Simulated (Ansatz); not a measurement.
**CH₅N (triplet): the correlation ladder at distance C1–H5 along a hydrogen transfer = 1.090 Å, cc-pVDZ**

The task here is to estimate one member of a computed series from the others.

Method: cc-pVDZ, core rule «outside noble gas», up to 2 orbitals frozen; program: Ansatz 0.2.0, Gaussian basis.

Plan: UHF; CCSD(T) on ROHF; CCSD(T) on UHF; BCCD(T) on ROHF; CISD; CCSDT(Q) on ROHF; CCSDT(Q) on UHF; CASSCF and MRCISD+Q, 4 electrons in 4 orbitals; CASSCF and NEVPT2, 4 electrons in 4 orbitals.

### What is computed

The geometry derives from fragments relaxed apart (PBE0/def2-TZVP) and kept rigid, so it is no stationary point. A hydrogen atom is moved between rigid fragments.

7 atoms, charge 0, spin multiplicity 3.

Atoms are counted from 1 here; the program's logs count them from 0.

Bond lengths: C1–H2 1.090 Å, C1–H3 1.090 Å, C1–H4 1.090 Å, C1–H5 1.090 Å, N6–H7 1.040 Å. Angles: H2–C1–H3 109.5°, H2–C1–H4 109.5°, H2–C1–H5 109.5°, H3–C1–H4 109.5°, H3–C1–H5 109.5°, H4–C1–H5 109.5°.

Set-up of the first run:

The input, in.yaml:

```yaml
crystal:
  periodic: [false, false, false]
  atoms:
    - {symbol: C, position_ang: [-1.338228, 0.032592, 0.000000]}
    - {symbol: H, position_ang: [-1.701434, 1.059892, 0.000000]}
    - {symbol: H, position_ang: [-1.701434, -0.481059, 0.889668]}
    - {symbol: H, position_ang: [-1.701433, -0.481059, -0.889669]}
    - {symbol: H, position_ang: [-0.248611, 0.032592, 0.000000]}
    - {symbol: N, position_ang: [1.411772, 0.032592, 0.000000]}
    - {symbol: H, position_ang: [1.680854, -0.971635, 0.000000]}
basis:
  gaussian: {orbitals: cc-pVDZ}
magnetization: {spin_polarized: true, initial_magnetization: 2}
hamiltonian: {xc: hf}
output: {orbitals: {seedname: orbitals}}
```

Started as:

```sh
> ansatz run in.yaml --threads 1 --pin off --events-out ev --progress --plain --max-ram 2816MiB --backend cpu
```

Among the steps run: UHF; CCSD(T) on ROHF; CCSD(T) on UHF; BCCD(T) on ROHF; CISD; CCSDT(Q) on ROHF; CCSDT(Q) on UHF; CASSCF and MRCISD+Q, 4 electrons in 4 orbitals; CASSCF and NEVPT2, 4 electrons in 4 orbitals.

One of the session's tables, all rows but one given; the rest of the session is left out.

It belongs to the step «Misses and costs». 

```
       method  from UCCSDT(Q) (meV)
         ROHF               +8959.7
          UHF               +8751.4
         RMP2               +1355.4
         UMP2               +1352.5
         CISD                +902.7
        RCCSD                +197.5
        UCCSD                     ?
     RCCSD(T)                 +30.2
     UCCSD(T)                 +28.9
      BCCD(T)                 +30.1
       RCCSDT                  +9.4
       UCCSDT                  +8.1
    RCCSDT(Q)                  +1.4
    UCCSDT(Q)                     0
  CASSCF pair               +8327.9
  NEVPT2 pair               +1286.6
  MRCISD pair                +796.0
MRCISD+Q pair                 +72.1
```

Q: Estimate the row for UCCSD from the others.

The run gave: from UCCSDT(Q) (meV): +193.9. In the column «from UCCSDT(Q) (meV)» it lies between MRCISD+Q pair (+72.1) and RCCSD (+197.5).

Limits of these values: Restricted and unrestricted rows rest on different reference determinants; where their highest levels disagree by more than a few hundredths of an eV, they describe different states and don't form one ladder.
